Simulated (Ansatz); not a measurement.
## Which is lower?

Two isomers of CH6AlO (charge +1), closed shell, relaxed at PBE0-D4/def2-TZVP (vibrations not checked).

A:

C1  (-0.824, 0.964, -0.730)
Al2  (0.768, -0.023, -0.361)
O3  (0.472, -1.150, 1.128)
H4  (-1.664, 0.301, -0.962)
H5  (-0.675, 1.622, -1.590)
H6  (-1.117, 1.589, 0.119)
H7  (2.249, -0.334, -0.736)
H8  (1.140, -1.745, 1.500)
H9  (-0.350, -1.224, 1.634)
(Å)

B:

O1  (-0.005, 0.207, -1.314)
C2  (0.551, 0.558, 0.055)
Al3  (-0.252, -0.846, 1.254)
H4  (-0.182, 0.947, -1.917)
H5  (-0.775, -0.401, -1.227)
H6  (0.223, 1.577, 0.267)
H7  (1.630, 0.551, -0.092)
H8  (0.101, -1.098, 2.751)
H9  (-1.291, -1.495, 0.222)
(Å)

Ansatz 0.2.0; basis: def2-TZVPP; cores frozen in the correlated methods. B3LYP uses VWN-RPA correlation.

Which structure is lower at CCSD(T), and by how much? (Judge from chemistry; the value comes from the calculation.)

The calculation gives: A, by 2.890 eV (electronic energy, against the other). By their contacts, A is CH₆AlO ([CH3][AlH][OH2]), total charge +1 and B is CH₆AlO ([OH2][CH2][AlH2]), total charge +1.

All methods give the same order:

```tsv
method	E(B) − E(A) (eV)
PBE-D4	2.805
r2SCAN-D4	2.923
PBE0-D4	2.854
B3LYP-D4	2.853
wB97M-V	2.876
HF	2.857
MP2	3.011
CCSD	2.898
CCSD(T)	2.890
```

The T1 diagnostic stays at or below 0.010.

Labels in which every atom is bracketed show which atoms are joined, not bond orders.
